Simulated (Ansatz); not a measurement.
Steps of a relaxation of 1,4-dioxane with RKS PBE0-D4/def2-TZVP.

```sh
$ ansatz run in.yaml --threads 2 --pin off --events-out ev --progress --plain --max-ram 32768MiB --backend cuda --devices 0, --max-vram 18GiB
```

```yaml
crystal:
  periodic: [false, false, false]
  atoms:
    - {symbol: C, position_ang: [-1.213520, 0.296580, -0.542640]}
    - {symbol: C, position_ang: [-0.546810, 1.116340, 0.557020]}
    - {symbol: O, position_ang: [0.256250, 0.307370, 1.397580]}
    - {symbol: C, position_ang: [0.786810, -0.829390, 0.739440]}
    - {symbol: C, position_ang: [0.972770, -0.582730, -0.753710]}
    - {symbol: O, position_ang: [-0.258640, -0.306400, -1.397210]}
    - {symbol: H, position_ang: [-1.837320, 0.935650, -1.172270]}
    - {symbol: H, position_ang: [-1.848840, -0.476630, -0.086300]}
    - {symbol: H, position_ang: [0.067050, 1.907050, 0.100570]}
    - {symbol: H, position_ang: [-1.299490, 1.582660, 1.196990]}
    - {symbol: H, position_ang: [0.119240, -1.691290, 0.886450]}
    - {symbol: H, position_ang: [1.747060, -1.045760, 1.213500]}
    - {symbol: H, position_ang: [1.668030, 0.256530, -0.901430]}
    - {symbol: H, position_ang: [1.387420, -1.469980, -1.238010]}
basis:
  gaussian: {orbitals: def2-TZVP}
hamiltonian: {xc: pbe0, dispersion: d4}
relax: {f_tol: 0.005, max_steps: 150}
```

Positions (Å) and forces (eV/Å) along the path, 5 of 5 steps:

```xyz
14
step=1 energy=-8365.5690 eV
C    -1.214    0.297   -0.543    0.216    0.125    0.221
C    -0.547    1.116    0.557   -0.064   -0.239   -0.234
O     0.256    0.307    1.398   -0.014   -0.023   -0.112
C     0.787   -0.829    0.739   -0.043    0.117   -0.297
C     0.973   -0.583   -0.754   -0.125    0.006    0.305
O    -0.259   -0.306   -1.397    0.028    0.015    0.111
H    -1.837    0.936   -1.172   -0.057    0.016    0.077
H    -1.849   -0.477   -0.086   -0.025    0.067   -0.023
H     0.067    1.907    0.101   -0.077    0.005    0.028
H    -1.299    1.583    1.197   -0.031    0.054   -0.070
H     0.119   -1.691    0.886    0.079    0.001   -0.003
H     1.747   -1.046    1.214    0.010   -0.083   -0.050
H     1.668    0.257   -0.901    0.020   -0.071    0.001
H     1.387   -1.470   -1.238    0.082    0.010    0.046
14
step=2 energy=-8365.5779 eV
C    -1.213    0.299   -0.539    0.137    0.068    0.118
C    -0.549    1.115    0.553   -0.034   -0.146   -0.121
O     0.256    0.307    1.392    0.000   -0.007   -0.030
C     0.787   -0.830    0.735   -0.023    0.085   -0.165
C     0.974   -0.583   -0.749   -0.087    0.000    0.168
O    -0.258   -0.306   -1.392    0.008    0.000    0.028
H    -1.841    0.941   -1.161   -0.021    0.003    0.008
H    -1.853   -0.469   -0.082   -0.012    0.009   -0.016
H     0.058    1.910    0.096   -0.013    0.008    0.017
H    -1.305    1.585    1.185   -0.009    0.021   -0.006
H     0.125   -1.695    0.881    0.017   -0.002    0.012
H     1.749   -1.054    1.203    0.007   -0.024    0.001
H     1.674    0.251   -0.896    0.007   -0.014   -0.011
H     1.396   -1.470   -1.227    0.024   -0.001   -0.002
14
step=3 energy=-8365.5794 eV
C    -1.210    0.301   -0.537   -0.003   -0.004    0.005
C    -0.550    1.112    0.551    0.003    0.003   -0.005
O     0.257    0.307    1.389    0.003    0.002    0.009
C     0.788   -0.828    0.732   -0.005   -0.005   -0.002
C     0.972   -0.585   -0.746    0.004    0.006    0.002
O    -0.258   -0.307   -1.389   -0.002   -0.003   -0.009
H    -1.839    0.945   -1.158    0.006   -0.001    0.004
H    -1.856   -0.465   -0.085   -0.004   -0.003    0.002
H     0.053    1.912    0.099    0.002    0.005   -0.002
H    -1.308    1.583    1.183    0.002   -0.005   -0.005
H     0.129   -1.695    0.883   -0.003   -0.005    0.001
H     1.750   -1.055    1.199   -0.004    0.003   -0.005
H     1.674    0.247   -0.897    0.004    0.004   -0.001
H     1.397   -1.471   -1.224   -0.004    0.003    0.005
14
step=4 energy=-8365.5794 eV rejected
C    -1.210    0.299   -0.536    0.005    0.015   -0.018
C    -0.549    1.112    0.550   -0.014   -0.008    0.019
O     0.258    0.307    1.390    0.000    0.000   -0.001
C     0.787   -0.829    0.732    0.018    0.014    0.007
C     0.972   -0.583   -0.746   -0.009   -0.022   -0.008
O    -0.258   -0.307   -1.390    0.000    0.000    0.001
H    -1.839    0.944   -1.156   -0.005    0.000    0.000
H    -1.856   -0.466   -0.084    0.006    0.003    0.004
H     0.055    1.912    0.098   -0.002   -0.007   -0.004
H    -1.308    1.582    1.181   -0.001    0.005    0.000
H     0.127   -1.695    0.883    0.000    0.004   -0.007
H     1.749   -1.056    1.198    0.002   -0.005    0.002
H     1.674    0.249   -0.897   -0.004    0.000    0.007
H     1.397   -1.470   -1.223    0.005   -0.001   -0.002
14
step=5 energy=-8365.5795 eV
C    -1.210    0.300   -0.537    0.000    0.000   -0.001
C    -0.550    1.112    0.551    0.000    0.000    0.001
O     0.257    0.307    1.390    0.000    0.000    0.001
C     0.787   -0.828    0.732    0.000    0.001    0.000
C     0.972   -0.584   -0.746    0.000   -0.001    0.000
O    -0.258   -0.307   -1.390    0.000    0.000   -0.001
H    -1.839    0.944   -1.157    0.000    0.000    0.001
H    -1.856   -0.465   -0.084    0.000   -0.001    0.000
H     0.054    1.912    0.099    0.001    0.000    0.000
H    -1.308    1.582    1.182    0.000    0.000   -0.001
H     0.128   -1.695    0.882   -0.001    0.000    0.000
H     1.750   -1.055    1.198   -0.001   -0.001   -0.001
H     1.674    0.248   -0.897    0.000    0.001    0.000
H     1.397   -1.471   -1.223    0.000    0.001    0.001
```

Hardware: 2 threads of an AMD EPYC 7R13 on a shared host and a share of an NVIDIA H100 80 GB. Wall time 14 s, peak host memory 0.87 GiB.
